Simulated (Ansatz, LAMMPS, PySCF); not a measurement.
Bulk modulus B0 of 3C-SiC: levels of theory against measurement

Reference value: 229 GPa (measured, 0 K value with the zero-point phonon effect removed; as tabulated in Mejia-Rodriguez and Trickey (2018), arXiv:1807.09216).

What do Vashishta SiC.vashishta, LDA, PBE, r²SCAN-D4, r²SCAN0, Hartree–Fock, MP2 give, and how far is each from the reference?


| level (code) | value (GPa) | cell (Å³/atom) | error (%) |
|---|---|---|---|
| Vashishta SiC.vashishta (LAMMPS) | 225 | 10.35 | -1.7 |
| LDA (Ansatz) | 230 | 10.14 | +0.4 |
| PBE (Ansatz) | 213 | 10.50 | -7.0 |
| r²SCAN-D4 (Ansatz) | 230 | 10.27 | +0.4 |
| r²SCAN0 (Ansatz) | 241 | 10.20 | +5.2 |
| Hartree–Fock (Ansatz) | 245 | 10.41 | +7.0 |
| MP2 (PySCF) | 233 ± 7 | 10.26 | +1.7 |

Once the reference is moved by up to 1.7 % (a margin picked here for doubts on the reference and the settings) and values within 1.7 % count as equal, the nearest can be LDA (+0.4 %), r²SCAN-D4 (+0.4 %), Vashishta SiC.vashishta (-1.7 %) or MP2 (+1.7 %). By the same margin the farthest can be Hartree–Fock (+7.0 %) or PBE (-7.0 %). Within 15 %: Vashishta SiC.vashishta, LDA, PBE, r²SCAN-D4, r²SCAN0, Hartree–Fock, MP2.

A ± on a computed value is a rough bar: the spread of its extrapolation, a floor set from checks against published values, or a statistical error. Each level is taken at its own relaxed cell. Cutoffs and k meshes differ between the levels. Ansatz's density-functional and Hartree–Fock values are scalar-relativistic unless marked +SOC, with PAW data made under PBE.

Empirical potentials (Vashishta SiC.vashishta) are fitted to chosen data: where that held the value shown, agreement is built in, and what lay outside the fit can be far off.

Differences are worked out from the printed values.

Ansatz is a first-principles code.
